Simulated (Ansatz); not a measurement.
# PS: the cost of one run

Program: Ansatz 0.2.0, Gaussian basis. Level of theory: def2-QZVPP, core rule «outside noble gas», up to 10 orbitals frozen. These are calculated values, not measurements.

Plan: UHF; ROHF; CCSD(T) on UHF.

### Step 1. What is computed

The geometry is a PBE0/def2-TZVP stationary point (not a proven minimum) of the parent state, kept for this charge and spin.

2 atoms, charge 0, spin multiplicity 6.

Atoms are counted from 1 here; the program's logs count them from 0.

Bond lengths: P1–S2 2.137 Å.

### Step 2. UHF

in.yaml

```yaml
crystal:
  periodic: [false, false, false]
  atoms:
    - {symbol: P, position_ang: [0.000000, 0.000000, 0.000000]}
    - {symbol: S, position_ang: [0.000000, 0.000000, 2.137000]}
basis:
  gaussian: {orbitals: "def2-QZVPP.json"}
magnetization: {spin_polarized: true, initial_magnetization: 5}
hamiltonian: {xc: hf}
output: {orbitals: {seedname: orbitals}}
```

Launch:

```console
$ ansatz run in.yaml --threads 1 --pin off --events-out ev --progress --plain --max-ram 2393MiB
```

**Question.** How long does this run take on 1 thread of AMD EPYC 7R43, shared host, and how much memory does it need?

About 6.5 s, with a peak of 0.33 GiB.
